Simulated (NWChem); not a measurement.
# One shape, several levels: ClF (chlorine monofluoride)

Aim: a comparison of 4 runs (HF/STO-3G, PBE0/def2-SVP, B3LYP/6-31G*, MP2/pcseg-1) of ClF (chlorine monofluoride). 

The calculation is run with NWChem 7.3.0.

4 further runs of the same task are left out: 2 that didn't finish, 2 set aside as unsound or not needed.

### Step 1. The structure to begin with

ClF has 2 atoms, charge 0, and is taken as a singlet. As SMILES, `FCl`. Geometry: relaxed at PBE0-D4/def2-TZVP.

Bond lengths: F1–Cl2 1.620 Å.

### Step 2. Energy and gradient at HF/STO-3G (run 1)

test.nw reads:

```
start test
memory stack 880 mb heap 220 mb global 1100 mb
geometry units bohr noautosym nocenter noautoz
  F      0.00000000     0.00000000     0.05912953
  Cl     0.00000000     0.00000000     3.11986224
end
basis spherical bse
  * library STO-3G
end
scf
  thresh 1e-08
  maxiter 80
  print medium
end
task scf gradient
```

Started as:

```sh
$ nwchem test.nw > test.out
```

The log of the run:

```text
[...]
  functions       =    14
[...]
  wavefunction    = RHF
[...]
         Total SCF energy =   -552.528979679662
      One-electron energy =   -866.682704237034
      Two-electron energy =    264.165694076919
 Nuclear repulsion energy =     49.988030480453
        Time for solution =      0.1s
[...]
                         RHF ENERGY GRADIENTS
    atom               coordinates                        gradient
                 x          y          z           x          y          z
   1 F       0.000000   0.000000   0.059130    0.000000  -0.000000   0.063110
   2 Cl      0.000000   0.000000   3.119862   -0.000000   0.000000  -0.063110
[...]
```

Run time: 0.93 s. Hardware: 1 thread of Intel Xeon Platinum 8375C at 2.90GHz (Ice Lake), shared host; peak memory 0.1 GiB.

### Step 3. Energy and forces at PBE0/def2-SVP (run 2)

work.nw reads:

```
start work
memory 2200 mb

geometry units angstrom noautosym nocenter noautoz
 F        0.000000       0.000000       0.031290
 Cl       0.000000       0.000000       1.650960
end

basis spherical bse
 * library def2-SVP
end

dft
 xc pbe0
 mult 1
 grid xfine
 convergence energy 1e-08
 iterations 100
 mulliken
 print medium
end

task dft gradient
```

Started as:

```sh
$ nwchem work.nw > work.out
```

The log of the run:

```text
[...]
          Wavefunction type:  closed shell.
          No. of atoms     :     2
          No. of electrons :    26
[...]
          Charge           :     0
          Spin multiplicity:     1
[...]
          AO basis - number of functions:    32
[...]
              XC Information
              --------------
                         PBE0 Method XC Functional
                     Hartree-Fock (Exact) Exchange  0.250
          PerdewBurkeErnzerhof Exchange Functional  0.750
            Perdew 1991 LDA Correlation Functional  1.000 local
           PerdewBurkeErnz. Correlation Functional  1.000 non-local
[...]
 d= 0,ls=0.0,diis     1   -559.4476848592 -6.09D+02  1.68D-02  3.06D-01     0.4
[...]
 d= 0,ls=0.0,diis     8   -559.4758234898 -6.28D-11  1.53D-06  4.37D-09     1.9
         Total DFT energy =     -559.475823489751
      One electron energy =     -873.332136519812
           Coulomb energy =      302.294386632911
    Exchange-Corr. energy =      -38.426107644941
 Nuclear repulsion energy =       49.988034042091
[...]
      Total Density - Mulliken Population Analysis
     ---------------------------------------------
    Atom       Charge   Shell Charges
 -----------   ------   -------------------------------------------------------
    1 F    9     9.26   1.99  1.15  0.83  3.28  2.01  0.01
    2 Cl  17    16.74   2.00  1.99  1.31  0.66  5.93  2.09  2.70  0.07
[...]
  wavefunction    = closed shell
                         DFT ENERGY GRADIENTS
    atom               coordinates                        gradient
                 x          y          z           x          y          z
   1 F       0.000000   0.000000   0.059130   -0.000000   0.000000   0.014450
   2 Cl      0.000000   0.000000   3.119862    0.000000  -0.000000  -0.014450
[...]
```

Run time: 3 s. Hardware: 1 thread of Intel Xeon Platinum 8375C at 2.90GHz (Ice Lake), shared host; peak memory 0.11 GiB.

### Step 4. Energy and gradient at B3LYP/6-31G(d) (Cartesian functions) (run 3)

run.py reads:

```python
from ase import Atoms
from ase.calculators.nwchem import NWChem

system = Atoms('FCl', positions=[
    [-0.000000, -0.000000, 0.031290],
    [0.000000, 0.000000, 1.650960],
])

calc = NWChem(
    label='input',
    theory='dft',
    memory='2200 mb',
    basis='6-31G*',
    dft={'xc': 'b3lyp', 'mult': '1', 'grid': 'xfine', 'convergence': 'energy 1e-08', 'iterations': '100', 'mulliken': None},
)
system.calc = calc

forces = system.get_forces()
e = system.get_potential_energy()
print(f"E = {e:.6f} eV")
print("forces (eV/A):")
for s, f in zip(system.symbols, forces):
    print(f"{s:2s} {f[0]:10.5f} {f[1]:10.5f} {f[2]:10.5f}")
print("dipole (e A):", system.get_dipole_moment().round(4))
```

Started as:

```sh
$ export ASE_NWCHEM_COMMAND="nwchem PREFIX.nwi > PREFIX.nwo"
$ python run.py
```

The log of the run:

```text
E = -15236.787551 eV
forces (eV/A):
F    -0.00000   -0.00000   -1.37842
Cl    0.00000    0.00000    1.37842
dipole (e A): [-0.     -0.      0.1854]
```

The calculator wrote input.nwi:

```
title "input"

permanent_dir input

scratch_dir input

start input

geometry units angstrom nocenter noautosym noautoz
  F  -0.0000000000000000e+00 -0.0000000000000000e+00 3.1289999999999998e-02
  Cl 0.0000000000000000e+00 0.0000000000000000e+00 1.6509600000000000e+00
end

memory 2200 mb

basis noprint
   * library 6-31G*
end

dft
  xc b3lyp
  mult 1
  grid xfine
  convergence energy 1e-08
  iterations 100
  mulliken
end

task dft gradient
```

input.nwo:

```text
Northwest Computational Chemistry Package (NWChem) 7.3.0
             --------------------------------------------------------

           Job information
           ---------------

    nwchem branch   = 7.3.0
    use scalapack   = T
    input           = input.nwi
    prefix          = input.
    data base       = input/input.db
    status          = startup
    nproc           =        1

           Memory information
           ------------------

[... 5 lines left out ...]
    hardfail = no
[... 71 lines left out ...]
  convergence criterion.
[... 41 lines left out ...]
          Spatial weights used:  Erf1
[... 32 lines left out ...]
 1-e energy   =    -873.951339
[... 38 lines left out ...]
           Coulomb energy =      302.419536957515
[... 301 lines left out ...]
          Convergence on density requested:  1.00D-05
[... 27 lines left out ...]
          total energy or number of iterations.
[... 33 lines left out ...]
                 ----------------------------------------
                 |  Time  |  1-e(secs)   |  2-e(secs)   |
                 ----------------------------------------
                 |  CPU   |       0.00   |       0.68   |
                 ----------------------------------------
                 |  WALL  |       0.00   |       0.68   |
                 ----------------------------------------

 Task  times  cpu:        4.1s     wall:        4.1s
 Total times  cpu:        4.1s     wall:        4.1s
```

Wall time 5.7 s (1 thread of Intel Xeon Platinum 8375C at 2.90GHz (Ice Lake), shared host); peak memory 0.12 GiB.

### Step 5. Energy and forces at MP2/pcseg-1 (run 4)

m1.xyz reads:

```xyz
2
chlorine monofluoride
F      0.000000     0.000000     0.031290
Cl     0.000000     0.000000     1.650960
```

run.py reads:

```python
from ase.io import read
from ase.calculators.nwchem import NWChem

atoms = read('m1.xyz')

calc = NWChem(
    label='m1',
    theory='mp2',
    memory='2200 mb',
    basis='pcseg-1',
    basispar='spherical bse',
    scf={'nopen': '0', 'rhf': None, 'thresh': '1e-08', 'maxiter': '80'},
    mp2={'freeze': 'core 6', 'tight': None},
)
atoms.calc = calc

forces = atoms.get_forces()
print("Total energy (eV):", round(atoms.get_potential_energy(), 6))
print("forces (eV/A):")
for s, f in zip(atoms.symbols, forces):
    print(f"{s:2s} {f[0]:10.5f} {f[1]:10.5f} {f[2]:10.5f}")
```

Started as:

```sh
$ export ASE_NWCHEM_COMMAND="nwchem PREFIX.nwi > PREFIX.nwo"
$ python run.py
```

The log of the run:

```text
Total energy (eV): -15213.768517
forces (eV/A):
F    -0.00000    0.00000   -2.10743
Cl    0.00000   -0.00000    2.10743
```

The calculator wrote m1.nwi:

```
title "m1"

permanent_dir m1

scratch_dir m1

start m1

geometry units angstrom nocenter noautosym noautoz
  F  0.0000000000000000e+00 0.0000000000000000e+00 3.1289999999999998e-02
  Cl 0.0000000000000000e+00 0.0000000000000000e+00 1.6509600000000000e+00
end

memory 2200 mb

basis spherical bse noprint
   * library pcseg-1
end

scf
  nopen 0
  rhf
  thresh 1e-08
  maxiter 80
end
mp2
  freeze core 6
  tight
end

task mp2 gradient
```

m1.nwo:

```text
Northwest Computational Chemistry Package (NWChem) 7.3.0
             --------------------------------------------------------

           Job information
           ---------------

    nwchem branch   = 7.3.0
    use scalapack   = T
    input           = m1.nwi
    prefix          = m1.
    data base       = m1/m1.db
    status          = startup
    nproc           =        1

           Memory information
           ------------------

[... 5 lines left out ...]
    hardfail = no
[... 102 lines left out ...]
 Convergence threshold     :          1.000E-08
[... 17 lines left out ...]
      One-electron energy =   -873.241938912439
[... 33 lines left out ...]
                       ROHF Final Molecular Orbital Analysis
[... 308 lines left out ...]
  MP2 natural orbitals output to m1/m1.mp2nos
[... 8 lines left out ...]
                 ----------------------------------------
                 |  Time  |  1-e(secs)   |  2-e(secs)   |
                 ----------------------------------------
                 |  CPU   |       0.00   |       0.36   |
                 ----------------------------------------
                 |  WALL  |       0.00   |       0.36   |
                 ----------------------------------------
 -----------------------
 Task  times  cpu:        4.4s     wall:        4.4s
 Total times  cpu:        4.4s     wall:        4.4s
```

Run time: 5.7 s. Hardware: 1 thread of Intel Xeon Platinum 8375C at 2.90GHz (Ice Lake), shared host; peak memory 0.1 GiB.

### Step 6. Overview of the runs

```csv
run,level,iteration cap,module,energy (Eh),dipole moment (D),HOMO energy (eV),LUMO energy (eV),wall time
1,HF/STO-3G,80,scf,-552.528980,0.49,-11.22,7.22,0.93 s
2,PBE0/def2-SVP,100,dft,-559.475823,1.10,-9.18,-2.50,3 s
3,B3LYP/6-31G* (Cartesian functions),100,dft,-559.941619,0.89,-8.80,-2.82,5.7 s
4,MP2/pcseg-1,80,mp2,-559.095685,1.11,-13.48,1.74,5.7 s
```

### Step 7. What came out

```
                                                      quantity          value
                                           run 4: total energy  -559.09569 Eh
run 4: dipole moment (of the density that the program reports)         1.11 D
                    run 4: HOMO energy (Hartree–Fock orbitals)      -13.48 eV
                    run 4: LUMO energy (Hartree–Fock orbitals)        1.74 eV
                  run 4: HOMO–LUMO gap (Hartree–Fock orbitals)       15.22 eV
            run 4: correlation energy (6 core orbitals frozen)     -321.6 mEh
                               run 4: largest force on an atom     2.107 eV/Å
```

The dipole moment (its size) runs from 0.49 D (HF/STO-3G) to 1.11 D (MP2/pcseg-1). The two ends differ in method and basis. The two dipoles point in opposite directions. Over runs 1, 2, 3 the HOMO–LUMO gap runs from 5.98 eV (B3LYP/6-31G*) to 18.45 eV (HF/STO-3G). Totals of different functionals can't be ranked against each other. In run 1 the basis is minimal, so the values are rough. All runs together took 15 s, the longest 5.7 s.
